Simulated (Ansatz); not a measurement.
## Which is lower?

The two ends of one reaction step of Si$_{2}$H$_{7}$F, closed shell (PBE0-D4/def2-TZVP).

A:

Si1  (-0.558, -1.048, 0.429)
F2  (2.671, 0.304, -0.077)
H3  (-1.179, -2.046, -0.481)
H4  (-1.223, -1.109, 1.756)
Si5  (-0.647, 1.109, -0.477)
H6  (2.139, -0.400, 0.208)
H7  (0.857, -1.497, 0.644)
H8  (-0.012, 2.080, 0.449)
H9  (0.031, 1.139, -1.796)
H10  (-2.080, 1.469, -0.655)
(Å)

B:

```
atom    x (Å)    y (Å)    z (Å)
 Si1  -0.3042  -0.7101  -0.3573
  F2   1.2997  -0.8295  -0.3660
  H3  -0.8299  -1.6456  -1.3855
  H4  -0.7812  -1.1461   0.9809
 Si5  -0.9337   1.5001  -0.8100
  H6   2.3654  -1.4595   1.9655
  H7   2.4379  -1.6227   2.6905
  H8  -0.3935   2.4197   0.2255
  H9  -0.4400   1.9212  -2.1474
 H10  -2.4203   1.5726  -0.7962
```

Program: Ansatz 0.2.0. Basis: def2-TZVPP. Cores are frozen in the correlated methods. B3LYP uses VWN-RPA correlation.

Task: Which structure is lower at CCSD(T), and by how much? (Judge from chemistry; the value comes from the calculation.)

Result: The calculation gives: B, by 88.7 kJ/mol (electronic energy, against the other). By their contacts, A is a complex of Si₂H₆ ([SiH3][SiH3]) + HF and B is a complex of Si₂H₅F ([F][SiH2][SiH3]) + H₂.

All methods give the same order:

| method | E(B) − E(A) (kJ/mol) |
| --- | --- |
| SPW92 | -71.0 |
| PBE-D4 | -80.8 |
| BLYP-D4 | -93.9 |
| r2SCAN-D4 | -93.1 |
| B97M-V | -92.8 |
| PBE0-D4 | -81.3 |
| B3LYP-D4 | -93.2 |
| r2SCAN0-D4 | -90.4 |
| BHLYP-D4 | -95.7 |
| CAM-B3LYP-D4 | -94.5 |
| wB97X-V | -91.5 |
| wB97M-V | -91.5 |
| B2PLYP | -95.4 |
| PBE-QIDH | -87.1 |
| RPA on PBE | -91.0 |
| HF | -103.3 |
| MP2 | -93.6 |
| CCSD | -89.5 |
| CCSD(T) | -88.7 |

T1 diagnostic: at most 0.012.

Labels in which every atom is bracketed show which atoms are joined, not bond orders.

For scale, one of the runs: CCSD(T)/def2-TZVPP, 213 basis functions, launched by `ansatz run in.yaml --threads 4 --pin off --events-out ev --progress --plain --max-ram 9574MiB`. The run took 35 s on 4 CPU threads of an Arm Neoverse V1 (shared host), with 2.8 GiB of host memory at its peak.
